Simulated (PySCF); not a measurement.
Species: SiH3PH2, H5PSi.
InChI=1S/H5PSi/c1-2/h1H2,2H3

Computed, not measured: PySCF 2.14.0, PBE0-D3(BJ)/def2-SVP geometry optimisation, gas phase.

Take the most abundant isotopes and a rigid rotor. 

Q: Give the principal moments of inertia and the rotational constants in MHz.

A: Ia = 9.93, Ib = 91.69, Ic = 92.09 u·Å²; 505379 MHz·u·Å²/I gives A = 50906, B = 5512, C = 5488 MHz.

Q: Classify the top.

A: A near-prolate asymmetric top; Ray's κ = -0.999.

Q: Is it planar, by Δ = Ic − Ia − Ib?

A: Not planar: Δ = Ic − Ia − Ib = -9.53 u·Å². For a rigid frame Δ = −2 Σ m c², so Σ m c² = 4.76 u·Å² lies off the ab plane: 4.65 from hydrogen and 0.12 from heavier atoms. The atom farthest from that plane is 1.39 Å away.

Q: Give the other two planar moments, Paa and Pbb, and the rms extents of the mass along the axes.

A: Paa = Σ m a² = (Ib + Ic − Ia)/2 = 86.93 and Pbb = Σ m b² = (Ia + Ic − Ib)/2 = 5.16 u·Å². With the mass M = 63.99 u, the rms extents √(P/M) along a, b and c are 1.17, 0.28, 0.27 Å.

Q: Which types of transition are allowed, and where do some lines up to J = 2 fall?

A: The dipole components are |μa| = 0.31 D, |μb| = 0.00 D, |μc| = 0.81 D; the mirror of this Cs structure is the ac plane, so μb vanishes by symmetry and there are no b-type lines. Intensities carry the squares of the components, which stand as 0.14 : 1.00 (a : c). Some lines, for components of 0.1 D or more:

```csv
type,branch,"J(Ka,Kc)",MHz,lower level (cm⁻¹)
a,R,"1(0,1) ← 0(0,0)",10999,0.000
a,R,"2(1,2) ← 1(1,1)",21975,1.881
a,R,"2(0,2) ← 1(0,1)",21999,0.367
a,R,"2(1,1) ← 1(1,0)",22023,1.882
c,Q,"2(1,2) ← 2(0,2)",45370,1.101
c,Q,"1(1,1) ← 1(0,1)",45394,0.367
c,R,"1(1,0) ← 0(0,0)",56417,0.000
c,R,"2(1,1) ← 1(0,1)",67440,0.367
c,Q,"2(2,1) ← 2(1,1)",136182,2.616
c,R,"2(2,0) ← 1(1,0)",158205,1.882
c,R,"2(2,1) ← 1(1,1)",158229,1.881
```

Whether it is a minimum is left open (no frequencies). Constants of a rigid frame at the computed geometry: no zero-point averaging, no centrifugal distortion. A rigid rotor knows nothing of internal rotation, which can split or shift real lines.
